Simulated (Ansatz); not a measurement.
**BH4OSi: structure from calculated spectroscopic constants**

These gas-phase data were calculated for one isomer of BH4OSi at PBE0-D3(BJ)/def2-SVP (harmonic, unscaled wavenumbers; equilibrium rotational constants with average atomic masses):

- rotational constants: 50.59, 5.998, 5.462 GHz
- all wavenumbers above 1500 cm⁻¹: 2647, 2538, 2238, 2188
- dipole moment: 1.00 D (PBE0/def2-TZVPD)

Candidates:

(1) `[BH]O[SiH3]`, a doublet
(2) `BO[SiH2]`, a doublet

Task: Which candidate do the data belong to?

Result: Candidate (2). 2 modes lie between 2350 and 2900 cm⁻¹, one for each B–H bond, while (1) has 1.

The same quantities for all candidates:

```tsv
	rotational constants (GHz)	wavenumbers above 1500 cm⁻¹	dipole (D)	E above the lowest, PBE0-D3(BJ)/def2-SVP (kcal/mol)
(1)	45.78, 6.073, 5.727	2509, 2279, 2275, 2248	1.98	12.0
(2)	50.59, 5.998, 5.462	2647, 2538, 2238, 2188	1.00	0.0
```

Harmonic stretches to hydrogen usually lie a few per cent above observed fundamentals. Each candidate is one conformer. Open shells are spin-unrestricted. Programs: Ansatz 0.2.0.
